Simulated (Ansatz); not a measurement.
Reaction (SMILES): FC(F)(F)F + 4 [H][H] (H2) → C (CH4) + 4 F (HF)
B3LYP-D3(BJ)/def2-TZVP geometries, fixed; electronic energies without zero-point terms.
Largest species:
```xyz
5

C      0.0000     0.0000     0.0000
F      0.7629     0.7657     0.7682
F     -0.7843    -0.7493     0.7628
F     -0.7467     0.7653    -0.7843
F      0.7680    -0.7817    -0.7466
```
Charge 0, spin multiplicity 1.

The energy of full hydrogenation at CCSD(T) with Ansatz (a program for electronic structure), in kcal/mol, split into its Hartree-Fock and correlation parts. Cores are frozen. No added dispersion term, no relativity. Functions are those of the species that has most.

```csv
basis,X,functions,Hartree-Fock,CCSD(T)
cc-pVDZ,2,70,-60.54,-53.51
cc-pVTZ,3,150,-62.01,-63.41
cc-pVQZ,4,275,-64.76,-68.24
```

Worked estimate of the basis-set limit from each neighbouring pair, with Hartree-Fock from the larger set and the correlation part extrapolated as X^-3.
Correlation parts: X = 2: 7.03, X = 3: -1.40, X = 4: -3.48.
- (2,3): (27·(-1.40) - 8·(7.03))/19 = -4.95; with Hartree-Fock -62.01 the estimate is -66.96 kcal/mol.
- (3,4): (64·(-3.48) - 27·(-1.40))/37 = -5.00; with Hartree-Fock -64.76 the estimate is -69.76 kcal/mol.
The last two estimates differ by 2.80 kcal/mol; the largest set lies 1.52 from the last. Over the last step Hartree-Fock moves by -2.75 and the correlation part by -2.08.
